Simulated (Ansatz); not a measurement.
# CHOSi (sextet): wave-function methods side by side, def2-TZVPP

One table from this session's results is given with a row withheld; the runs are named, their logs left out.

Program: Ansatz 0.2.0, Gaussian basis. Level of theory: def2-TZVPP, core rule «outside noble gas», up to 7 orbitals frozen. These are calculated values, not measurements.

The runs, in order: UHF; ROHF; CCSD(T) on UHF.

## What is computed

The geometry is a PBE0/def2-TZVP stationary point (not a proven minimum) of the parent state, kept for this charge and spin.

4 atoms, charge 0, spin multiplicity 6.

Atoms are counted from 1 here; the program's logs count them from 0.

Bond lengths: O1–C2 1.195 Å, C2–Si3 1.957 Å, C2–H4 1.107 Å. Angles: O1–C2–Si3 126.3°, O1–C2–H4 123.6°, Si3–C2–H4 110.1°.

Set-up of the first run:

File in.yaml:

```yaml
crystal:
  periodic: [false, false, false]
  atoms:
    - {symbol: O, position_ang: [0.000000, -0.313583, 1.598105]}
    - {symbol: C, position_ang: [0.000000, 0.436706, 0.668068]}
    - {symbol: Si, position_ang: [0.000000, -0.063363, -1.223700]}
    - {symbol: H, position_ang: [0.000000, 1.539364, 0.769440]}
basis:
  gaussian: {orbitals: def2-TZVPP}
magnetization: {spin_polarized: true, initial_magnetization: 5}
hamiltonian: {xc: hf}
output: {orbitals: {seedname: orbitals}}
```

Run with:

```
> ansatz run in.yaml --threads 1 --pin off --events-out ev --progress --plain --max-ram 4096MiB --backend cpu
```

Among the steps run: UHF; ROHF; CCSD(T) on UHF.

One of the session's tables, all rows but one given; the rest of the session is left out.

```
  method  from UCCSD(T) (meV)
    ROHF             +11903.3
     UHF             +11580.1
    UMP2              +1361.8
   UCCSD                    ?
UCCSD(T)                    0
```

Estimate the missing values for UCCSD.

As computed: from UCCSD(T) (meV): +459.1. In the column «from UCCSD(T) (meV)» it lies between UCCSD(T) (0) and UMP2 (+1361.8).
